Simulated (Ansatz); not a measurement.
Results of HSE06-D3(BJ) (PAW; Ansatz, a quantum-chemistry and plane-wave program) for zinc-blende HgS (metastable phase).

Run with plane-wave cutoff 460 eV, 8×8×8 k mesh, Fermi–Dirac smearing 0.01 eV, scalar-relativistic PAW data made under PBE.

The volume scan:

```
V (Å³/atom)  E − E_lowest (meV/atom)  P (GPa)
-----------  -----------------------  -------
23.628                         15.88     4.09
24.249                          4.14     1.99
24.871                          0.00     0.17
25.489                          2.40    -1.40
26.115                         10.58    -2.77
```

Task: Estimate the bulk modulus and its pressure derivative from these points.

Result: V0 = 24.938 Å³/atom, B0 = 66.9 GPa, B′ = 4.7 (fit to the energies at full precision).

Measured, for comparison: equilibrium volume per atom 24.91 Å³/atom (295 K, no zero-point or thermal correction; as tabulated in Cardona et al. (2009), arXiv:0908.2634). Computed (rounded) less measured: equilibrium volume per atom +0.1 %.

Spin–orbit coupling is not included; it can shift volumes and moduli of such heavy elements.

The computed numbers hold no vibrational or temperature effects.

The result took around 12 core-minutes (rough).
